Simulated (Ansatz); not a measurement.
## H2OSSi: structure from calculated spectroscopic constants

These gas-phase data were calculated for one isomer of H2OSSi at PBE0-D3(BJ)/pcseg-1 (harmonic, unscaled wavenumbers; equilibrium rotational constants with average atomic masses):

```
rotational constants            : 31.42, 3.941, 3.501 GHz
all wavenumbers above 1500 cm⁻¹ : 2726, 2285
```

Candidates:

(1) `O=[SiH]S`, a singlet
(2) `O[SiH]=S`, a singlet

**Question.** Which candidate do the data belong to?

**Answer.** Candidate (1). No mode falls between 3300 and 4000 cm⁻¹, where the O–H stretch of (2) would stand.

The same quantities for all candidates:

|  | rotational constants (GHz) | wavenumbers above 1500 cm⁻¹ | E above the lowest, PBE0-D3(BJ)/pcseg-1 (kcal/mol) |
| --- | --- | --- | --- |
| (1) | 31.42, 3.941, 3.501 | 2726, 2285 | 19.1 |
| (2) | 32.57, 4.066, 3.615 | 3844, 2323 | 0.0 |

Each candidate is one conformer. Programs: Ansatz 0.2.0.
